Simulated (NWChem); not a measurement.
**HF (hydrogen fluoride) at 6 levels**

Aim: a comparison of 6 runs (HF/MINI, HF/MIDI!, HF/jorge-TZP, B3LYP/6-311++G(3df,3pd), B3LYP/6-311+G**, B3LYP/6-31G*) of HF (hydrogen fluoride). 

Program for the calculation: NWChem 7.3.0.

4 further runs of the same task are left out: 4 set aside as unsound or not needed.

**1. The structure to begin with**

HF: 2 atoms, total charge 0, spin state singlet. SMILES: `F`. Geometry: relaxed at PBE0-D4/def2-TZVP.

Bond lengths: F1–H2 0.920 Å.

**2. Energy and forces at HF/MINI (run 1)**

fh.nw

```
start fh
title "FH"
memory total 2200 mb

geometry units atomic noautosym nocenter noautoz
  F  -0.73699319  0.27325440 -0.37114221
  H   0.73699319 -0.27325440  0.37114221
end

basis spherical bse
  * library MINI
end

scf
  thresh 1e-08
  maxiter 80
  noprint "final vectors analysis"
end

task scf gradient
```

Command:

```sh
nwchem fh.nw > fh.out
```

The program printed:

```text
[...]
  functions       =     6
[...]
  wavefunction    = RHF
[...]
         Total SCF energy =    -99.344287923341
      One-electron energy =   -150.223997345152
      Two-electron energy =     45.702757117756
 Nuclear repulsion energy =      5.176952304056
        Time for solution =      0.0s
[...]
                         RHF ENERGY GRADIENTS
    atom               coordinates                        gradient
                 x          y          z           x          y          z
   1 F      -0.736993   0.273254  -0.371142    0.112014  -0.041531   0.056409
   2 H       0.736993  -0.273254   0.371142   -0.112014   0.041531  -0.056409
[...]
```

It took 0.59 s on 1 thread of Intel Xeon Platinum 8375C at 2.90GHz (Ice Lake), shared host; peak memory 0.096 GiB.

**3. Energy and gradient at HF/MIDI! (run 2)**

fh.nw

```
start fh
memory stack 880 mb heap 220 mb global 1100 mb

geometry units angstroms noautosym nocenter noautoz
 F    -0.390000    0.144600   -0.196400
 H     0.390000   -0.144600    0.196400
end

basis "ao basis" spherical bse
 F library "MIDI!"
 H library "MIDI!"
end

scf
 thresh 1e-08
 maxiter 80
 print low
end

task scf gradient
```

Command:

```sh
nwchem fh.nw > fh.out
```

The program printed:

```text
[...]
  functions       =    16
[...]
  wavefunction    = RHF
[...]
         Total SCF energy =    -99.440649687175
      One-electron energy =   -150.100614717247
      Two-electron energy =     45.483012344041
 Nuclear repulsion energy =      5.176952686031
        Time for solution =      0.1s
[...]
                         RHF ENERGY GRADIENTS
    atom               coordinates                        gradient
                 x          y          z           x          y          z
   1 F      -0.736993   0.273254  -0.371142    0.005219  -0.001935   0.002628
   2 H       0.736993  -0.273254   0.371142   -0.005219   0.001935  -0.002628
 Task  times  cpu:        0.1s     wall:        0.1s
 Total times  cpu:        0.1s     wall:        0.1s
```

It took 0.65 s on 1 thread of Intel Xeon Platinum 8375C at 2.90GHz (Ice Lake), shared host; peak memory 0.098 GiB.

Runs 3 to 5 aren't shown in full; the table further down has their settings and results.

**4. Magnetic shielding at B3LYP/6-31G(d) (spherical functions) (run 6)**

fh.xyz

```xyz
2
FH
F     -0.390000     0.144600    -0.196400
H      0.390000    -0.144600     0.196400
```

fh.nw

```
start fh
title "FH"
memory stack 880 mb heap 220 mb global 1100 mb
geometry noautosym nocenter noautoz
  load format xyz fh.xyz
end
basis spherical bse
  F library 6-31G*
  H library 6-31G*
end
dft
  xc b3lyp
  grid fine
  convergence energy 1e-08
  iterations 100
  mulliken
  noprint "final vectors analysis"
end
property
  shielding
end
task dft property
```

Command:

```sh
nwchem fh.nw > fh.out
```

The program printed:

```text
[...]
          Wavefunction type:  closed shell.
          No. of atoms     :     2
          No. of electrons :    10
[...]
          Charge           :     0
          Spin multiplicity:     1
[...]
          AO basis - number of functions:    16
[...]
              XC Information
              --------------
                         B3LYP Method XC Potential
                     Hartree-Fock (Exact) Exchange  0.200
                        Slater Exchange Functional  0.800 local
                    Becke 1988 Exchange Functional  0.720 non-local
              Lee-Yang-Parr Correlation Functional  0.810
                  VWN I RPA Correlation Functional  0.190 local
[...]
 d= 0,ls=0.0,diis     1   -100.3895705263 -1.06D+02  3.05D-02  2.95D-01     0.1
[...]
 d= 0,ls=0.0,diis     6   -100.4179475325 -2.17D-09  6.89D-07  8.79D-10     0.3
         Total DFT energy =     -100.417947532456
      One electron energy =     -150.692757019517
           Coulomb energy =       55.972622726080
    Exchange-Corr. energy =      -10.874765925050
 Nuclear repulsion energy =        5.176952686031
[...]
      Total Density - Mulliken Population Analysis
     ---------------------------------------------
    Atom       Charge   Shell Charges
 -----------   ------   -------------------------------------------------------
    1 F    9     9.49   2.00  0.92  3.32  1.05  2.18  0.02
    2 H    1     0.51   0.43  0.08
[...]
           isotropic =     409.0347
[...]
           isotropic =      30.5105
[...]
```

Wall time 1.5 s (1 thread of Intel Xeon Platinum 8375C at 2.90GHz (Ice Lake), shared host); peak memory 0.11 GiB.

**5. The series**

| run | level | task | iteration cap | energy (Eh) | wall time |
| --- | --- | --- | --- | --- | --- |
| 1 | HF/MINI | gradient | 80 | -99.344288 | 0.59 s |
| 2 | HF/MIDI! | gradient | 80 | -99.440650 | 0.65 s |
| 3 | HF/jorge-TZP | gradient | 80 | -100.060637 | 2.1 s |
| 4 | B3LYP/6-311++G(3df,3pd) | nmr | 100 | -100.486976 | 7.8 s |
| 5 | B3LYP/6-311+G** | nmr | 100 | -100.482348 | 2.3 s |
| 6 | B3LYP/6-31G* (spherical functions) | nmr | 100 | -100.417948 | 1.5 s |

**6. Summary of results**

| quantity | value |
| --- | --- |
| run 6: total energy | -100.41795 Eh |
| run 6: dipole moment | 1.85 D |
| run 6: isotropic shielding of F1 | 409.0 ppm |
| run 6: isotropic shielding of H2 | 30.5 ppm |

**Reading.** In run 1 the basis is minimal, so the values are rough. All runs together took 15 s, the longest 7.8 s.
